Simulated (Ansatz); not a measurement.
CH2NSi (SMILES N#C[SiH2]): the vertical ionisation energy from total energies

The species is CH2NSi (5 atoms), meant as a doublet with charge 0. SMILES: `N#C[SiH2]`. The shape is that of a PBE0-D4/def2-TZVP optimisation.

Both states at this one shape; open shells run unrestricted unless said. 1 Eh = 27.2114 eV.

| level | program | doublet CH2NSi (Eh) | singlet CH2NSi+ (Eh) |
| --- | --- | --- | --- |
| UBLYP/STO-3G | Ansatz | -378.841668 | -378.577940 |
| UCAM-B3LYP/STO-3G | Ansatz | -378.837192 | -378.561373 |

Question: Work out the vertical ionisation energy at each level.

Answer: 
1. UBLYP/STO-3G: -378.577940 − (-378.841668) = 0.263728 Eh = 7.18 eV.
2. UCAM-B3LYP/STO-3G: -378.561373 − (-378.837192) = 0.275819 Eh = 7.51 eV.

No measured value is set beside it here; the levels span 7.18 to 7.51 eV. Minimal sets are far from the basis-set limit.
